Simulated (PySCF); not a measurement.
Computed spin Hamiltonian

C4H2N2 (charge +1 and doublet state).
Structure used (GFN2-xTB), in Å, numbered top down from 1:
```
atom  x, y, z in Å
C1     2.102    0.405    0.097
C2     0.946    0.053    0.123
C3    -0.408   -0.324    0.133
N4    -0.957   -1.300    0.654
C5    -1.156    0.687   -0.629
N6    -1.736    1.464   -1.215
H7     3.133    0.650    0.116
H8    -1.914   -1.625    0.697
```

Identity: `[H]/N=C(/[C]=[CH+])C#N` [radical] (charge +1).

Computed, not measured: UKS B3LYP, pcH-1 on C H N, non-relativistic, mean-field spin-orbit, GIAO in PySCF 2.14.0. Geometry: GFN2-xTB; no solvent, vibrations or thermal averaging. Couplings are sensitive to structure, and on GFN2-xTB geometries they can be far from those on DFT ones, by a factor of two or more for some ions and for spin on atoms past the first row. Stability of the SCF solution: not tested.

| Item | Value |
| --- | --- |
| g1, g2, g3 | 2.00234, 2.00341, 2.00986 |
| g_iso | 2.00520 |
| Form of g | close to axial: the two nearest values differ by 14 % of g3 − g1 |
| ⟨S²⟩ | 0.7622 (exact 0.7500) |
| α and β electrons | 20, 19 |
| HOMO–LUMO gap, α and β orbitals | 4.84, 1.64 eV |
| Basis functions | 170 |

Isotropic coupling and dipolar principal values T1 to T3, in MHz:

```tsv
atom	isotope	a_iso	T1	T2	T3	Mulliken spin population
C1	13C	0.8	-7.9	0.8	7.1	-0.06
C2	13C	65.5	-3.2	-2.3	5.5	0.07
C3	13C	-15.8	-17.2	-1.3	18.5	-0.10
N4	14N	131.0	-44.9	-32.5	77.4	0.95
C5	13C	93.4	-12.5	-9.3	21.8	0.09
N6	14N	-1.3	-5.2	-3.2	8.4	0.03
H7	1H	6.1	-0.7	-0.4	1.1	0.00
H8	1H	54.3	-44.8	-21.8	66.5	0.01
```

The Mulliken spin populations are largest on N4 (+0.95), C3 (-0.10), C5 (+0.09) and C2 (+0.07). No atom but N4 exceeds +0.15. The positive populations add up to 1.16 and the negative ones to -0.16, together 2S = 1.

The SMILES `[H]/N=C(/[C]=[CH+])C#N` draws the unpaired electron on C2, whose computed spin population is only +0.07.

Axes: g2 is normal to the molecular plane.

Under fast tumbling the dipolar parts average out, and these isotropic splittings remain: 1 × 14N (N4, I = 1, 3 lines) with 4.67 mT, 1 × 1H (H8, I = 1/2, 2 lines) with 1.93 mT, 1 × 1H (H7, I = 1/2, 2 lines) with 0.22 mT and 1 × 14N (N6, I = 1, 3 lines) with 0.05 mT.

The 13C coupling of C5 (93.4 MHz) shows only in satellite lines or after enrichment, since that isotope makes up about 1.07 % of natural carbon.

The run took 22 s wall (grids of density and orbitals included) on Arm Neoverse V2, one thread, shared host, and the process peaked at 0.59 GiB of memory.
